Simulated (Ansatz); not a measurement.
**What a trial cell of HfPb2 relaxes into**

Theory: Ansatz 0.2.0, DFT PBE, scalar-relativistic, plane waves, PAW. Cutoff 420 eV, Γ-centred k mesh, Gaussian smearing, no spin polarisation in the final step.

HfPb2 was placed on the MoSi2 (C11b) structure type (I4/mmm, No. 139), with Hf in place of Mo, Pb in place of Si, at a guessed volume.

```
CELL_PARAMETERS angstrom
-1.99897 1.99897 4.90372
1.99897 -1.99897 4.90372
1.99897 1.99897 -4.90372
ATOMIC_POSITIONS crystal
Hf 0.00000 0.00000 0.00000
Pb 0.66500 0.66500 0.00000
Pb 0.33500 0.33500 0.00000
```

Steps on the 6×6×6 mesh (3 atoms). 5 of 5 steps are shown, and the free energy counts from the last. Trial steps that were taken back and renewals of the plane-wave basis can be among the rows.

| step | ΔF (meV/atom) | V (Å³/atom) | P (GPa) | largest force component (eV/Å) |
| --- | --- | --- | --- | --- |
| 1 | 39.9 | 26.13 | -1.12 | 0.448 |
| 2 | 20.8 | 25.37 | 1.31 | 0.318 |
| 3 | 9.5 | 25.68 | 0.16 | 0.078 |
| 4 | 0.0 | 25.75 | 0.09 | 0.019 |
| 5 | 0.0 | 25.75 | 0.09 | 0.020 |

Steps on the 18×18×18 mesh (3 atoms). 4 of 5 steps are shown, and the free energy counts from the last.

| step | ΔF (meV/atom) | V (Å³/atom) | P (GPa) | largest force component (eV/Å) |
| --- | --- | --- | --- | --- |
| 1 | 2.2 | 25.75 | 0.21 | 0.064 |
| 2 | 0.9 | 25.87 | -0.30 | 0.025 |
| 3 | 0.1 | 25.76 | -0.11 | 0.026 |
| 5 | 0.0 | 25.73 | -0.02 | 0.001 |

A final relaxation ran on a 18×18×18 mesh. The relaxed crystal, I4/mmm (No. 139):

```cif
data_structure
_symmetry_space_group_name_H-M 'I4/mmm'
_symmetry_Int_Tables_number 139
_cell_length_a 3.8473
_cell_length_b 3.8473
_cell_length_c 10.4320
_cell_angle_alpha 90.000
_cell_angle_beta 90.000
_cell_angle_gamma 90.000
_cell_volume 154.41
loop_
_atom_site_label
_atom_site_type_symbol
_atom_site_symmetry_multiplicity
_atom_site_Wyckoff_symbol
_atom_site_fract_x
_atom_site_fract_y
_atom_site_fract_z
_atom_site_occupancy
Hf1 Hf 2 a 0.00000 0.00000 0.00000 1
Pb1 Pb 4 e 0.50000 0.50000 0.15714 1
```

```yaml
Volume_per_atom: 25.73 Å³
Density: 12.75 g/cm³
Energy_over_the_elements: 0.19 eV/atom
Gap_on_the_18×18×18_mesh: 0 eV (a metal)
```

Energies over the elements count from the elements' standard structures at the same level, with no empirical corrections.

The final run used a 18×18×18 mesh on its 3-atom cell and 0.10 eV smearing. The k mesh leaves about 4 meV/atom of noise in metals. Spin–orbit coupling is left out.

Symmetry constrained the relaxation, so the result can be a saddle point.

Cost: 3 runs of about 8.2 core-minutes in all, on Arm Neoverse V1 (shared hosts).